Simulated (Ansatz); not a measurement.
Ideal-gas functions of `CC(=N)F` at 600 K and 1 bar, from an Ansatz frequency run at PBE0-D4/def2-TZVP.

Molar mass 61.06 g/mol, point group Cs (symmetry number 1), electronic degeneracy 1, moments of inertia 47.155, 52.671, 96.704 u Å². Harmonic wavenumbers (cm⁻¹, unscaled): 164, 419, 547, 576, 879, 891, 1018, 1054, 1068, 1335, 1413, 1464, 1471, 1808, 3066, 3135, 3171, 3558.

Use S(trans) = R[1.5 ln M + 2.5 ln T − 1.1517]; rotational temperatures θ = 24.2544 K / I; S(rot) = R[ln(√π/σ · √(T³/θAθBθC)) + 1.5]; for each mode x = 1.438777 ν̃/T, S = R[x/(eˣ − 1) − ln(1 − e⁻ˣ)] and H = RT x/(eˣ − 1); 1 cm⁻¹ = 0.0119627 kJ/mol; R = 8.31446 J/(mol·K).

Question: By hand: the entropy, in J/(mol·K).

Answer: Translation 174.7. Rotation: θ = 0.5144, 0.4605, 0.2508 K, giving 108.7. Vibration, mode by mode: 16.13, 8.62, 6.63, 6.26, 3.50, 3.42, 2.69, 2.52, 2.45, 1.48, 1.27, 1.15, 1.14, 0.59, 0.04, 0.04, 0.04, 0.02, in all 58.0. Electronic 0.0. Sum 341.4 J/(mol·K).

Question: By hand: H − E and G − E in kJ/mol, counted from the electronic energy.

Answer: Zero-point energy ½ × 27037 × 0.0119627 = 161.7; thermal vibration 20.6; translation, rotation and pV give 4 RT = 20.0. H − E = 202.3 kJ/mol, and G − E = 202.3 − 600 × 341.4/1000 = -2.5 kJ/mol.

Vibration gives 17 % of the entropy. The sum counts one conformer and one mirror image; others add a mixing term.
